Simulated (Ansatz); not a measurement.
# Tin, alpha-Sn (diamond) under LDA: convergence with the Methfessel-Paxton smearing

Aim: find which Methfessel-Paxton smearing width is enough for energy and pressure. The geometry was relaxed under LDA beforehand and stays fixed; 7 values are run, from 0.01 to 1.0 eV. Wanted are the values from which on the energy stays within 10 and 1 meV/atom, and the pressure within 0.5 GPa, of the narrowest run. Within the series other settings stay, but some runs also write fields, which adds to their time. Spin polarisation is left out.

Method: DFT LDA, plane waves with PAW, scalar-relativistic, in Ansatz 0.2.0.

### 1 Starting point

It takes space group Fd-3m (No. 227, cubic). Conventional cell: a = 6.476 Å, b = 6.476 Å, c = 6.476 Å, α = 90.00°, β = 90.00°, γ = 90.00°. Sn (site symmetry -43m) is surrounded by 4 Sn at 2.80 Å.

As a file:

```xyz
2
Lattice="0.0000 3.2381 3.2381 3.2381 0.0000 3.2381 3.2381 3.2381 0.0000" Properties=species:S:1:pos:R:3 pbc="T T T"
Sn    3.2381    3.2381    3.2381
Sn    4.8571    4.8571    4.8571
```

### 2 Run at 0.01 eV

The run at 0.01 eV.

Contents of input.yaml:

```yaml
crystal:
  lattice:
    - [0.0, 3.2380799619, 3.2380799619]
    - [3.2380799619, 0.0, 3.2380799619]
    - [3.2380799619, 3.2380799619, 0.0]
  atoms:
    - { symbol: Sn, position: [0.5, 0.5, 0.5] }
    - { symbol: Sn, position: [0.75, 0.75, 0.75] }
hamiltonian:
  xc: lda
  pseudopotentials:
    kind: paw
    azcp:
      Sn: "pseudopotentials/Sn.paw.azcp"
basis:
  ecutwfc: 420
  fft_grid_basis: typed
kpoints:
  mp_grid: { grid: [9, 9, 9], shift: [0, 0, 0] }
magnetization:
  spin_polarized: false
scf:
  occupations: { method: methfessel_paxton, width: 0.01 }
  lower_state_search: "off"
output:
  stress: true
  write_density: true
  write_potential: true
  elf: true
  volumetric_format: npy
```

The run is started by

```
$ ansatz run input.yaml --threads 2 --pin off --max-ram 5120MiB --backend cpu --events-out ev --progress --plain --runs-dir out
```

### 3 Run at 0.03 eV

The run at 0.03 eV.

input.yaml, as its differences from that of step 2:

```diff
@@ -22,3 +22,3 @@
 scf:
-  occupations: { method: methfessel_paxton, width: 0.01 }
+  occupations: { method: methfessel_paxton, width: 0.03 }
   lower_state_search: "off"
@@ -26,5 +26 @@
   stress: true
-  write_density: true
-  write_potential: true
-  elf: true
-  volumetric_format: npy
```

### 4 Run at 0.1 eV

The run at 0.1 eV.

input.yaml, as its differences from that of step 3:

```diff
@@ -22,3 +22,3 @@
 scf:
-  occupations: { method: methfessel_paxton, width: 0.03 }
+  occupations: { method: methfessel_paxton, width: 0.1 }
   lower_state_search: "off"
```

### 5 Run at 0.2 eV

The run at 0.2 eV.

input.yaml, as its differences from that of step 4:

```diff
@@ -22,3 +22,3 @@
 scf:
-  occupations: { method: methfessel_paxton, width: 0.1 }
+  occupations: { method: methfessel_paxton, width: 0.2 }
   lower_state_search: "off"
```

### 6 Run at 0.3 eV

The run at 0.3 eV.

input.yaml, as its differences from that of step 5:

```diff
@@ -22,3 +22,3 @@
 scf:
-  occupations: { method: methfessel_paxton, width: 0.2 }
+  occupations: { method: methfessel_paxton, width: 0.3 }
   lower_state_search: "off"
```

### 7 Run at 0.6 eV

The run at 0.6 eV.

input.yaml, as its differences from that of step 6:

```diff
@@ -22,3 +22,3 @@
 scf:
-  occupations: { method: methfessel_paxton, width: 0.3 }
+  occupations: { method: methfessel_paxton, width: 0.6 }
   lower_state_search: "off"
@@ -26 +26,5 @@
   stress: true
+  write_density: true
+  write_potential: true
+  elf: true
+  volumetric_format: npy
```

### 8 Run at 1.0 eV

The run at 1.0 eV.

input.yaml, as its differences from that of step 7:

```diff
@@ -22,3 +22,3 @@
 scf:
-  occupations: { method: methfessel_paxton, width: 0.6 }
+  occupations: { method: methfessel_paxton, width: 1.0 }
   lower_state_search: "off"
@@ -26,5 +26 @@
   stress: true
-  write_density: true
-  write_potential: true
-  elf: true
-  volumetric_format: npy
```

(Steps that only read results are left out.)

Before running it: what results should come out?

**Answer**, as computed:

| quantity | value |
| --- | --- |
| E(σ → 0) stays within 10 meV/atom of 0.01 eV | up to 1.0 eV |
| E(σ → 0) stays within 1 meV/atom | up to 0.3 eV |
| pressure stays within 0.5 GPa | up to 1.0 eV |
| pressure at 0.01 eV | -0.09 GPa |
| energy of a separate run on a finer mesh (14×14×14) | -2.9 meV/atom from 0.01 eV |

What this shows: The far end, 1.0 eV, lies +2.7 meV/atom and -0.1 GPa from the yardstick. Over the range F shifts by +20.9 meV/atom, while E(σ → 0) shifts by +2.7. This scheme cancels the term in the square of the width, so F moves little up to 0.2 eV. The mesh (9×9×9) is fixed, so the narrowest widths carry a k-point error of their own. The yardstick itself is unsettled by 2.9 meV/atom against the finer mesh, so the thresholds above hold only within this series, and wider smearing, which averages over more states, can land nearer the fine-mesh value than the narrowest does.
